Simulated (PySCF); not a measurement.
An unknown is described by computed data only.

Formula: C4H7ClO.

- Rotational structure: rotational constants A, B, C: 6.850, 1.318, 1.128 GHz [PBE0-D3(BJ)/def2-SVP]
- UV, strongest line: among the 10 lowest singlet transitions: S9 at 8.36 eV (148 nm, f = 0.372) [TDDFT PBE0/def2-SVPD]
- UV, first state: lowest singlet excitation: 5.27 eV (235 nm, f = 0.000) [TDDFT PBE0/def2-SVPD]
- 13C NMR: chemical shifts (computed TMS as zero) by class: 182.5 (1 C), 51.7 (1 C), 20.5 (1 C), 14.4 (1 C) ppm [GIAO PBE0/pcSseg-1]
- Valence photoelectron: vertical ionisation energy: 10.77 eV [ΔSCF PBE0/def2-SVPD]
- XPS: Cl2p3/2 206.1, C1s 291.1, C1s 291.2, C1s 291.7, C1s 295.0, O1s 538.8, Cl1s 2828.6 eV [ΔSCF SCAN, pcX-2 on the ionised atom, pcseg-1 elsewhere, spin-free X2C, 2p3/2 from a spin–orbit splitting computed afterwards within the 2p shell]
- NMR, other nuclei: isotropic shieldings of nuclei other than C and H, by class: -253 (1 O), 480 (1 Cl) ppm [GIAO PBE0/pcSseg-1]

Gas-phase values; electronic properties from PySCF, density fitting. Levels stand in brackets. The structure is a single PBE0-D3(BJ)/def2-SVP conformer in the gas phase; no vibrational or solvent corrections. Each NMR value is the plain mean over a class of atoms that symmetry, rotation or inversion makes alike.

**Question.** Propose a structure and show how it fits.

**Answer.** Numbering: `[CH3:1][CH2:2][CH2:3][C:4](=[O:5])[Cl:6]`. Its formula, C4H7ClO, gives 1 degree of unsaturation: 0 rings and 1 π bond in the structure found. 4 carbons fall into 4 classes; from least to most shielded: acyl halide carbon [C4] (182.5 ppm), sp3 carbon next to a carbonyl [C3] (51.7 ppm), chain CH2 carbon [C2] (20.5 ppm), methyl carbon [C1] (14.4 ppm). The other shieldings belong to: -253 ppm, carbonyl oxygen [O5]; 480 ppm, chlorine bonded to C [Cl6]. The core levels belong to: Cl2p3/2 206.1 eV, chlorine bonded to C [Cl6]; C1s 291.1 eV, methyl carbon [C1]; C1s 291.2 eV, chain CH2 carbon [C2]; C1s 291.7 eV, sp3 carbon next to a carbonyl [C3]; C1s 295.0 eV, acyl halide carbon [C4]; O1s 538.8 eV, carbonyl oxygen [O5]; Cl1s 2828.6 eV, chlorine bonded to C [Cl6]. S1 is mainly HOMO→LUMO (weight 0.98); the largest Löwdin shares of the orbital it empties are 0.53 on the carbonyl oxygen, 0.27 on the chlorine bonded to C, 0.08 on the sp3 carbon next to a carbonyl and 0.08 on the acyl halide carbon, of the orbital it fills 0.41 on the acyl halide carbon, 0.33 on the carbonyl oxygen, 0.11 on the chlorine bonded to C and 0.08 on the sp3 carbon next to a carbonyl. By its constants the optimised geometry is an asymmetric top. Structure: `CCCC(=O)Cl`. Computed isomers that give other values at the same levels: `CO/C(C)=C\Cl` (rotational constant A: 4.103 GHz; this holds for the one conformer computed); `CO/C(C)=C/Cl` (rotational constant A: 5.326 GHz; this holds for the one conformer computed); `O=CCCCCl` (rotational constant A: 5.387 GHz; this holds for the one conformer computed). The assignments are read from this structure; whether some other isomer fits the data as well wasn't checked.

Conformer computed: `[CH3:1][CH2:2][CH2:3][C:4](=[O:5])[Cl:6]`: C1–C2–C3–C4 179°, C2–C3–C4–O5 -1°.
